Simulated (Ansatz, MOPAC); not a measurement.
Process, species as SMILES: C(O)=O + C (CH4) → C=O (CH2O) [formaldehyde] + CO (CH4O)

Wanted: bond separation energy (enthalpy at 298 K), in kcal/mol. Terms: dispersion terms only where a functional's name holds one; six Cartesian d functions in 6-31G* and its kin unless marked 5d; no spin-orbit coupling; non-relativistic; 6-311+G** with 5d; frozen cores in correlated levels. CBS marks a two-point X^-3 extrapolation of the correlation energy; Hartree-Fock from the larger set. Ab initio and DFT rows: single points at B3LYP-D3(BJ) geometries (Ansatz, a quantum-chemistry and plane-wave program), with unscaled harmonic terms from B3LYP/6-31G* at its own minima. Semi-empirical rows: MOPAC heats of formation at their own minima for 298 K.

Measured values: Active Thermochemical Tables 1.112 (ions: stationary electron), as tabulated in the package chemicals; G2/97 table in ASE (Curtiss et al.); they hold spin-orbit and core effects, anharmonicity and other conformers. 

Value to compare with, the measured value: 34.3 kcal/mol.

```csv
level,program,bond separation energy (enthalpy at 298 K) (kcal/mol),error
MNDO,MOPAC,14.3,-20.0
SVWN5/6-31G*,Ansatz,42.6,8.3
B3LYP/6-31G*,Ansatz,36.6,2.3
B3LYP/6-31G**,Ansatz,36.7,2.4
B3LYP/def2-SVP,Ansatz,37.3,3.0
B3LYP/cc-pVDZ,Ansatz,36.8,2.5
B3LYP/6-311+G**,Ansatz,34.0,-0.3
r2SCAN-D4/def2-TZVPD,Ansatz + dftd4,37.3,3.0
PBE0/def2-TZVPD,Ansatz,35.4,1.1
"CCSD(T)/CBS(cc-pVTZ,cc-pVQZ)",Ansatz,33.9,-0.4
```

Among the 7 habitual levels, MNDO lies farthest from the measured value (-20.0 kcal/mol) and B3LYP/6-311+G** nearest (-0.3); 5 of 7 lie above it, and their mean absolute error is 5.5 kcal/mol, the median 2.5. One case shows no general order.

The levels are drawn from those run, B3LYP/6-31G* more often than the rest, none by its result; runs whose electronic state is in doubt are left out.
